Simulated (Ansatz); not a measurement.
# CClF2: the cost of one run

Program: Ansatz 0.2.0. Level of theory: the levels named in each step. These are calculated values, not measurements.

### 1 Starting point

Bond lengths: F1–C2 1.268 Å, C2–F3 1.268 Å, C2–Cl4 1.606 Å. Angles: F1–C2–F3 113.1°, F1–C2–Cl4 123.4°, F3–C2–Cl4 123.4°.

Coordinates:

```xyz
4

F    -1.1384   -0.9260   -0.2803
C    -0.3199    0.0344   -0.1514
F    -0.7588    1.1293   -0.6172
Cl    1.1251   -0.1203    0.5322
```

### 2 A rough first relaxation, PBE-D4/def2-SVP

Contents of input.yaml:

```yaml
crystal:
  periodic: [false, false, false]
  atoms:
    - { symbol: F, position_ang: [-1.13838, -0.92599, -0.28035] }
    - { symbol: C, position_ang: [-0.31989, 0.03437, -0.15137] }
    - { symbol: F, position_ang: [-0.75879, 1.12928, -0.61718] }
    - { symbol: Cl, position_ang: [1.12507, -0.12032, 0.5322] }
total_charge: 1
basis:
  gaussian: { orbitals: def2-SVP }
hamiltonian:
  xc: pbe
  dispersion: d4
relax:
  f_tol: 0.03
  max_steps: 200
```

The run is started by

```bash
$ ansatz run input.yaml --threads 4 --pin off --max-ram 10240MiB --backend cpu --events-out ev --progress --plain --runs-dir out
```

Q: Estimate wall time and peak memory on 4 threads of Intel Xeon at 2.50GHz (Skylake/Cascade Lake), shared host.

About 3.9 s, with a peak of 0.13 GiB.
